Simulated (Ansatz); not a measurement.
**C₃H₂S₃: how energies converge with the basis set**

An exercise on one series of results from a longer session: the logs are not shown, and one member is left open.

Computed with Ansatz 0.2.0, Gaussian basis. Level: one geometry, several basis sets.

The runs, in order: PBE0-D4/def2-SVP; ωB97M-V/def2-SVP; PBE0-D4/def2-QZVPP; ωB97M-V/def2-QZVPP; the functionals' def2-TZVPP values are taken from earlier runs.

### The geometry

The geometry comes from an earlier relaxation with PBE0-D4 in a triple-zeta def2 set; it is a stationary point, not always the lowest conformer.

SMILES `S=c1sccs1`, 8 atoms, charge 0, spin multiplicity 1.

Atoms are counted from 1 here; the program's logs count them from 0.

Bond lengths: S1–C2 1.632 Å, C2–S3 1.738 Å, C2–S6 1.738 Å, S3–C4 1.722 Å, C4–C5 1.338 Å, C4–H7 1.082 Å, C5–S6 1.722 Å, C5–H8 1.082 Å. Angles: S1–C2–S3 124.2°, S1–C2–S6 124.2°, S3–C2–S6 111.6°, C2–S3–C4 97.7°, S3–C4–C5 116.5°, S3–C4–H7 118.6°, C5–C4–H7 124.9°, C4–C5–S6 116.5°, C4–C5–H8 124.9°, S6–C5–H8 118.6°, C2–S6–C5 97.7°.

As a file:

```mol
C3H2S3
  3D, bonds by distance, orders not assigned

  8  8  0  0  0  0  0  0  0  0999 V2000
    0.9110   -0.9248    2.8726 S   0  0
    0.4395   -0.4461    1.3857 C   0  0
    1.3994   -0.6338   -0.0506 S   0  0
    0.2901    0.0718   -1.1628 C   0  0
   -0.8662    0.5131   -0.6540 C   0  0
   -1.0848    0.3144    1.0426 S   0  0
    0.5686    0.1279   -2.2065 H   0  0
   -1.6575    0.9775   -1.2270 H   0  0
  1  2  8  0
  2  3  8  0
  3  4  8  0
  4  5  8  0
  5  6  8  0
  4  7  8  0
  5  8  8  0
  2  6  8  0
M  END
```

Set-up of the first run:

File in.yaml:

```yaml
crystal:
  periodic: [false, false, false]
  atoms:
    - {symbol: S, position_ang: [0.911024, -0.924843, 2.872631]}
    - {symbol: C, position_ang: [0.439463, -0.446111, 1.385696]}
    - {symbol: S, position_ang: [1.399390, -0.633811, -0.050562]}
    - {symbol: C, position_ang: [0.290078, 0.071778, -1.162775]}
    - {symbol: C, position_ang: [-0.866234, 0.513124, -0.653971]}
    - {symbol: S, position_ang: [-1.084792, 0.314434, 1.042556]}
    - {symbol: H, position_ang: [0.568553, 0.127902, -2.206544]}
    - {symbol: H, position_ang: [-1.657470, 0.977548, -1.227041]}
basis:
  gaussian: {orbitals: def2-SVP}
hamiltonian: {xc: pbe0, dispersion: d4}
output: {orbitals: {seedname: orbitals}}
```

Started as:

```
ansatz run in.yaml --threads 4 --pin off --events-out ev --progress --plain --max-ram 10444MiB
```

Steps of the session up to this table: PBE0-D4 in def2-SVP; ωB97M-V in def2-SVP; PBE0-D4 in def2-QZVPP; ωB97M-V in def2-QZVPP.

One of the session's tables, all rows but one given; the rest of the session is left out.

It belongs to the step «Functionals by basis». 

```
functional       basis  HOMO (eV)  LUMO (eV)
   PBE0-D4    def2-SVP      -6.32      -1.69
   PBE0-D4  def2-TZVPP      -6.37      -1.90
   PBE0-D4  def2-QZVPP      -6.40      -1.97
   ωB97M-V    def2-SVP      -8.13       0.41
   ωB97M-V  def2-TZVPP          ?          ?
   ωB97M-V  def2-QZVPP      -8.27      -0.01
```

Estimate the missing values for ωB97M-V, def2-TZVPP.

As computed: HOMO (eV): -8.23; LUMO (eV): 0.10. In the column «HOMO (eV)» it lies between ωB97M-V, def2-QZVPP (-8.27) and ωB97M-V, def2-SVP (-8.13).
